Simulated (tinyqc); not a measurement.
Orbital energy against energy difference: ionisation energy by orbital energies and by energy differences in the cc-pvdz basis, for LiH, spin multiplicity 1. Computed by the program tinyqc with PySCF. The cation is unrestricted; errors are against CCSD(T) in this basis, not against experiment.

Geometry (angstrom):
```
atom,x,y,z
Li,0.0000,0.0000,0.0000
H,0.0000,0.0000,1.4960
```

CCSD(T) difference in the same basis = 7.9900 eV

IP-EOM-CCSD = 7.9902 eV

First vertical ionisation energy (eV):
```
method,-e(HOMO),E(cation) - E,error of -e(HOMO),error of the difference
HF,8.324,7.14738,0.334,-0.843
LDA,4.444,8.34938,-3.546,0.359
PBE,4.427,8.18510,-3.564,0.195
B3LYP,5.390,8.42429,-2.600,0.434
PBE0,5.525,8.14462,-2.465,0.155
CAM-B3LYP,6.949,8.41088,-1.041,0.421
LC-wPBE,8.264,8.22577,0.274,0.236
```

What does the comparison show, and why?

Koopmans errs by +0.33 eV and Delta-HF by -0.84 eV: relaxation, 1.18 eV, lowers the value and the missing correlation difference works against it. The PBE level is off by -3.6 eV through the wrong tail of its potential, though its energy difference is off by +0.20 eV; exact exchange deepens the level, and among the orbital energies LC-wPBE comes closest; among the differences PBE0 does.
